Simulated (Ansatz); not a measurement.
## CO: how the atomization moves with the basis

CO, singlet; coordinates (Å): O 0.000 0.000 0.000; C 0.000 0.000 1.123. Quantity: atomization.

Ansatz 0.2.0, basis 6-31G or cc-pVDZ or cc-pVTZ; geometries are PBE0/def2-TZVP minima. Wave-function levels freeze the cores; HF, MP2 and coupled cluster are restricted for singlets and unrestricted otherwise, atoms included (their steps beyond CCSDT(Q) come from restricted open-shell runs), Kohn–Sham unrestricted where that lies lower. NEVPT2 stands on CASSCF in the full valence space. The reference is CCSDT(Q) or CCSDTQ or full CI (coupled cluster only where its series has nearly closed). Semilocal and hybrid functionals correlate all electrons outside any core potential and usually lie nearer their basis limit than the reference, so part of their error here is the reference's basis and frozen-core error; RPA and the MP2 part of double hybrids freeze the same cores as the reference. None of these values is a measured one. Energies are electronic, without zero-point terms. No spin–orbit coupling and no scalar relativity. The species are chosen: bound, without strong static correlation by their natural occupations or amplitudes, in their lowest spin state as far as vertical gaps and like structures tell, and with a ladder that closes on the reference, so errors are smaller than for species at large; levels whose determinant breaks symmetry or spin markedly are left out.

```tsv
level	6-31G (kcal/mol)	cc-pVDZ (kcal/mol)	cc-pVTZ (kcal/mol)
reference	206.3 (full CI)	241.3 (CCSDTQ)	251.6 (CCSDT(Q))
MP2	216.4	253.0	264.7
CCSD(T)	205.7	240.7	251.3
CCSDT	205.8	240.8	250.9
NEVPT2	210.1	243.7	252.3
PBE	239.5	265.8	268.9
wB97M-V	226.8	258.1	260.6
B2PLYP	219.0	250.6	257.0
```

From 6-31G to cc-pVTZ the reference moves by 45.3 kcal/mol and PBE by 29.4; the step from CCSD(T) to the reference is 0.6 in the first and 0.2 in the last.
